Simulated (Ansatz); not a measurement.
Relaxation of C5H10O (16 atoms, charge 0, multiplicity 1), to a largest force component of 0.02 eV/Å in at most 40 steps.

These are results of RHF/STO-3G in Ansatz, not measurements.

```xyz
16
Properties=species:S:1:pos:R:3
C 1.378 -2.091 1.073
C 1.828 -0.976 0.151
C 1.042 -0.029 -0.436
O -0.203 0.057 -0.245
C -0.810 1.308 -0.638
C -2.297 1.333 -0.313
H 0.277 -1.990 1.231
H 1.597 -3.011 0.631
H 1.830 -1.952 2.076
H 2.902 -0.973 -0.026
H 1.488 0.717 -1.061
H -0.640 1.488 -1.677
H -0.367 2.143 -0.072
H -2.830 0.525 -0.839
H -2.470 1.122 0.758
H -2.745 2.307 -0.569
```

Question: Where does it end, and by what steps?

Answer: The run converged. The force dipped under the threshold on the way, but the program's further checks kept it going. Limits of this set-up: minimal basis. After 19 steps the energy has fallen by 0.912 eV; H13 moved furthest, 0.20 Å. The start is strongly strained (largest force component 10 eV/Å).

```tsv
step	energy less start (eV)	largest force component (eV/Å)	accepted
0	0.0000	10.128	yes
1	-0.8337	1.961	yes
2	-0.8804	0.874	yes
3	-0.8929	0.328	yes
4	-0.9084	0.138	yes
5	-0.9100	0.100	yes
6	-0.9105	0.022	yes
7	-0.9107	0.019	yes
8	-0.9111	0.051	yes
9	-0.9113	0.044	yes
10	-0.9112	0.070	no
11	-0.9115	0.020	yes
12	-0.9113	0.084	no
13	-0.9116	0.026	yes
14	-0.9117	0.044	yes
15	-0.9118	0.039	yes
16	-0.9119	0.036	yes
17	-0.9120	0.030	yes
18	-0.9121	0.025	yes
19	-0.9121	0.016	yes
```

```xyz
16
Properties=species:S:1:pos:R:3
C 1.353 -1.998 1.106
C 1.851 -0.972 0.106
C 1.094 -0.067 -0.474
O -0.286 0.007 -0.247
C -0.799 1.318 -0.543
C -2.326 1.294 -0.333
H 0.299 -1.843 1.317
H 1.482 -3.008 0.722
H 1.908 -1.928 2.039
H 2.902 -1.007 -0.148
H 1.505 0.644 -1.190
H -0.569 1.600 -1.577
H -0.346 2.071 0.113
H -2.785 0.563 -0.991
H -2.561 1.032 0.694
H -2.745 2.272 -0.550
```

Run time: 24 s on 1 thread of Arm Neoverse V1 (shared host), peak memory 0.093 GiB.
